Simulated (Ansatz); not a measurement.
Geometry optimisation, UKS PBE0-D4/cc-pVDZ (Ansatz).

Input:

```yaml
crystal:
  periodic: [false, false, false]
  atoms:
    - { symbol: C, position_ang: [-0.55998, 1.03554, -0.58844] }
    - { symbol: "N", position_ang: [0.24779, -0.14553, -0.35012] }
    - { symbol: C, position_ang: [0.952, -0.05104, 0.91502] }
    - { symbol: "N", position_ang: [-0.64916, -1.30225, -0.28062] }
    - { symbol: H, position_ang: [-1.054, 0.9367, -1.55478] }
    - { symbol: H, position_ang: [-1.32321, 1.18819, 0.18589] }
    - { symbol: H, position_ang: [0.09844, 1.90106, -0.61987] }
    - { symbol: H, position_ang: [1.63213, 0.79612, 0.86612] }
    - { symbol: H, position_ang: [1.53397, -0.95973, 1.06252] }
    - { symbol: H, position_ang: [0.27333, 0.07616, 1.76792] }
    - { symbol: H, position_ang: [-1.10743, -1.35578, -1.18867] }
    - { symbol: H, position_ang: [-0.04387, -2.11944, -0.21495] }
magnetization:
  spin_polarized: true
basis:
  gaussian: { orbitals: cc-pVDZ }
hamiltonian:
  xc: pbe0
  dispersion: d4
relax:
  f_tol: 0.02
  max_steps: 50
```

Launched with:

```bash
$ ansatz run input.yaml --threads 2 --pin off --max-ram 3072MiB --backend cpu --events-out ev --progress --plain --runs-dir out
```

**Question.** Where does it end, and by what steps?

**Answer.** The forces met the threshold. After 3 steps the energy has fallen by 0.049 eV; N4 moved furthest, 0.05 Å.

| step | energy less start (eV) | largest force component (eV/Å) | accepted |
| --- | --- | --- | --- |
| 0 | 0.0000 | 0.769 | yes |
| 1 | -0.0434 | 0.265 | yes |
| 2 | -0.0488 | 0.083 | yes |
| 3 | -0.0492 | 0.016 | yes |

```xyz
12
Properties=species:S:1:pos:R:3
C -0.549 1.023 -0.591
N 0.258 -0.159 -0.371
C 0.947 -0.056 0.900
N -0.667 -1.275 -0.248
H -1.060 0.949 -1.565
H -1.320 1.166 0.196
H 0.106 1.905 -0.624
H 1.623 0.811 0.873
H 1.563 -0.956 1.063
H 0.249 0.047 1.758
H -1.089 -1.354 -1.179
H -0.060 -2.100 -0.211
```

The run took 16 s on 2 threads of Arm Neoverse V1, on a shared host, peak memory 0.24 GiB.
